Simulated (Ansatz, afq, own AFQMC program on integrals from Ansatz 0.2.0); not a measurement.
Where AFQMC and coupled cluster stand for AlH, singlet

```xyz
2

Al    0.0000    0.0000    0.0000
H     0.0000    0.0000    3.1440
```

Basis cc-pVTZ. Noble-gas cores (and the filled d shells of Ga–Kr and In–Xe) are frozen. Integrals, coupled cluster, full CI and functionals: Ansatz 0.2.0; the random walks run on the same integrals in our own AFQMC program. ph-AFQMC/CISD is guided by a CISD state made of CCSD amplitudes; releasing the constraint for a short imaginary time cuts its bias at the price of noise, slowly where states lie close. Error bars are statistical, one sigma.

Determinant: UHF, the one that the program's search chose, which needn't be the lowest solution. The geometry is a point of a scan.

Full CI on the same integrals is exact in this basis and with this determinant's frozen core.

Cautions: strong correlation (T1 0.123, weight of the determinant 0.73, largest double 0.28); unrestricted determinant spin contaminated (⟨S²⟩ 0.83 against 0.00); CCSD(T) is in doubt: in a space of 4 electrons in 8 natural orbitals full CI lies 89 meV below it; the released energies are still falling, so no released level is given (meV from the phaseless value at times in 1/Eh: 0 ± 3 at 0.24, -3 ± 3 at 0.51, -8 ± 3 at 0.99, -11 ± 3 at 1.62, -14.3 ± 2.2 at 2.40); the ph-AFQMC/CISD walk drifts between its halves (2.2 errors).

```
T1 diagnostic                               : 0.1231
weight of the determinant in the CISD state : 0.726
⟨S²⟩ of the determinant                     : 0.829
size of the correlated space                : 4 electrons in 43 orbitals
```

```csv
level,correlation energy (eV)
MP2,-1.0967
CCSD,-1.8053
CCSD(T),-1.8973
```

Problem. Estimate where full CI lies against CCSD(T) on the same integrals.

Solution. 9.2 kJ/mol below CCSD(T).

Reference: full CI, correlation energy -1.993 eV. The cautions show a poor starting determinant, so the rows tell how each method copes with it here, and full CI is the sure value.

| level | E − E(reference) (kJ/mol) | share of correlation (%) |
| --- | --- | --- |
| CCSD(T) | 9.2 | 95.22 |
| CCSDT | 1.0 | 99.49 |
| CCSDT(Q) | 0.1 | 99.97 |
| ph-AFQMC/HF | 4.9 ± 1.0 | 97.46 |
| ph-AFQMC/CISD | 2.3 ± 0.3 | 98.80 |

CCSDT and higher add their correlation energy to the determinant of the CCSD(T) run, since their own runs factorise the integrals more tightly (a shift of under 2 meV). A walk keeps the symmetry of its determinant, which the program's search chose and which needn't be the lowest solution, so a lower state of the same spin and another symmetry isn't excluded.
